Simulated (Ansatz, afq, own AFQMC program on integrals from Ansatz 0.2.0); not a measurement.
# Where AFQMC and coupled cluster stand for BGeH, triplet

```csv
atom,x (Å),y (Å),z (Å)
Ge,0.0897,0.0000,0.2678
B,-0.5866,0.0000,-1.5508
H,-0.1724,0.0000,-2.6648
```

Connectivity, by distances: Ge–BH.

Basis cc-pVDZ. Noble-gas cores (and the filled d shells of Ga–Kr and In–Xe) are frozen. AFQMC by an in-house program on the Cholesky factors that Ansatz 0.2.0 writes for its CCSD(T) run. The CISD trial takes its coefficients from CCSD amplitudes. Released means that phaseless walkers are propagated on without the constraint, phases kept. Uncertainties: one standard error, sampling alone. No spin–orbit coupling.

Determinant: ROHF, the one that the program's search chose, which needn't be the lowest solution. The geometry is a point of a scan.

No full CI on the walks' own integrals is used here; CCSDT(Q) serves as the reference and is uncertain by about the last step of the cluster series.

Cautions: no relativity below Rb; no spin-orbit coupling; inner d shell frozen; lower spins were not checked; higher spins were not checked; a spin-contaminated unrestricted determinant lies lower (UHF 194 meV lower, ⟨S²⟩ 2.11); raised T1 diagnostic (T1 0.043, weight of the determinant 0.86, largest double 0.09).

* T1 diagnostic: 0.0427
* weight of the determinant in the CISD state: 0.863
* size of the correlated space: 8 electrons in 31 orbitals

```csv
level,correlation energy (eV)
MP2,-3.5340
CCSD,-4.3723
CCSD(T),-4.5439
```

Estimate where AFQMC with the constraint released lies against CCSD(T) on the same integrals.

53.7 ± 11.9 meV below CCSD(T).

Reference: CCSDT(Q), correlation energy -4.598 eV. The released energy is read at 2.40 1/Eh (meV from the phaseless value at times in 1/Eh: -14 ± 12 at 0.24, -28 ± 10 at 0.51, -51 ± 13 at 0.99, -49 ± 10 at 1.62, -38 ± 12 at 2.40).

| level | E − E(reference) (meV) | share of correlation (%) |
| --- | --- | --- |
| CCSD(T) | 53.8 | 98.83 |
| CCSDT | 11.4 | 99.75 |
| ph-AFQMC/CISD | 37.9 ± 9.9 | 99.17 |
| released AFQMC | 0.1 ± 11.9 | 100.00 |

A walk keeps the symmetry of its determinant, which the program's search chose and which needn't be the lowest solution, so a lower state of the same spin and another symmetry isn't excluded. Released energies are given only where the last usable release times agree within the noise; a slower fall can still hide under it.
